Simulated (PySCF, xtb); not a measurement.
N2, SMILES N#N.

xtb with GFN2-xTB at its own geometry gives an orbital gap of 4.13 eV and a dipole moment of 0.00 D.

Geometry optimised at B3LYP-D3(BJ)/def2-TZVPD.

**Question.** What does PySCF with PBE0/def2-TZVPD give? (The exact figures need the calculation; the answer reports its results.)

**Answer.** gap 11.73 eV (levels -12.20 and -0.48 eV), dipole 0.00 D.
